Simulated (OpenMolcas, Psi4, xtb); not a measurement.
## How methods differ on CH6BN (SMILES CBN)

CH6BN: 9 atoms, total charge 0, spin state singlet. SMILES: `CBN`. Geometry: relaxed at PBE0-D4/def2-TZVP.

Each level gives the dipole moment (D). The values are calculated.

| level | kind | program | value (D) | CPU time |
| --- | --- | --- | --- | --- |
| GFN1-xTB | semi-empirical | xtb | 1.98 | under 2 s |
| HF/cc-pVDZ | Hartree–Fock | Psi4 | 1.57 | 9 s |
| SVWN5/cc-pVDZ | LDA | OpenMolcas | 1.83 | 23 s |
| BLYP/cc-pVDZ | GGA | OpenMolcas | 1.80 | 30 s |
| M06-L/cc-pVDZ | meta-GGA | Psi4 | 1.72 | 2 min |
| r2SCAN/cc-pVDZ | meta-GGA | OpenMolcas | 1.74 | 42 s |
| PBE0/cc-pVDZ | global hybrid | Psi4 | 1.73 | 52 s |
| CAM-B3LYP/cc-pVDZ | range-separated hybrid | Psi4 | 1.73 | 34 s |
| wB97X-V/cc-pVDZ | range-separated hybrid | Psi4 | 1.71 | 5.9 min |

The values span 1.57 to 1.98 D. Magnitudes only. CPU times are rough (shared hosts, several kinds of processor and program).
